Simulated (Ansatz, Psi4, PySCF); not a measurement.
Gas-phase reaction in SMILES: [SiH3][SiH2]Cl [chloro(silyl)silane] → [SiH3][SiH2] (Si2H5) + Cl atom (the Cl-Si bond breaks)

Quantity: bond dissociation energy (enthalpy at 298 K), in kcal/mol. Terms: dispersion terms only where a functional's name holds one; 6-31G* and kin with 6d, 5d where marked; non-relativistic; frozen cores in correlated levels; 6-311+G** with 5d, 6d on Na to Ar in Ansatz (an electronic-structure program); LANL2DZ with its own core potentials from Na on; open shells spin-unrestricted; spin-orbit terms left out. CBS marks a two-point X^-3 extrapolation of the correlation energy; Hartree-Fock from the larger set. The bracket is a focal-point correction in the basis named. Ab initio and DFT rows: single points at B3LYP-D3(BJ) geometries (Ansatz), with unscaled harmonic terms from B3LYP/6-31G* (Ansatz) at its own minima.

Coupled cluster (Ansatz) is a level with limits of its own, used here on species with T1 under 0.025 (0.045 for open shells) and stable references: RI-MP2/CBS(cc-pV(T+d)Z,cc-pV(Q+d)Z)+[CCSD(T)-MP2]/cc-pV(T+d)Z.

Value to compare with, RI-MP2/CBS(cc-pV(T+d)Z,cc-pV(Q+d)Z)+[CCSD(T)-MP2]/cc-pV(T+d)Z (Ansatz): 107.0 kcal/mol.

| level | program | bond dissociation energy (enthalpy at 298 K) (kcal/mol) | difference |
|---|---|---|---|
| HF/6-311+G** | Ansatz | 75.9 | -31.1 |
| PBE/3-21G | Ansatz | 86.8 | -20.2 |
| BLYP/6-31G* | Ansatz | 95.6 | -11.4 |
| BP86/6-31G* (5d) | PySCF | 99.4 | -7.6 |
| B3LYP/LANL2DZ | Ansatz | 77.7 | -29.3 |
| B3LYP/6-31G* | Ansatz | 96.9 | -10.1 |
| B3LYP/cc-pVDZ | Ansatz | 95.5 | -11.5 |
| wB97X-D/6-311+G** | Psi4 | 101.0 | -6.0 |
| MP2/6-31G* | Ansatz | 97.1 | -9.9 |
| B3PW91/6-31G* (5d) | PySCF | 98.3 | -8.7 |
| B3LYP-D3(BJ)/def2-TZVPD | Ansatz + dftd3 | 102.5 | -4.5 |
| wB97M-V/def2-TZVPD | Ansatz | 107.6 | 0.6 |

Among the 10 habitual levels, HF/6-311+G** lies farthest from RI-MP2/CBS(cc-pV(T+d)Z,cc-pV(Q+d)Z)+[CCSD(T)-MP2]/cc-pV(T+d)Z (Ansatz) (-31.1 kcal/mol) and wB97X-D/6-311+G** nearest (-6.0); 0 of 10 lie above it, and their mean absolute difference is 14.6 kcal/mol, the median 10.8. One case shows no general order.

The levels are drawn from those run, B3LYP/6-31G* more often than the rest, none by its result; left out are runs that failed, that the program found above a lower state of the same kind, or whose <S^2> lies over 0.5 above the pure value.
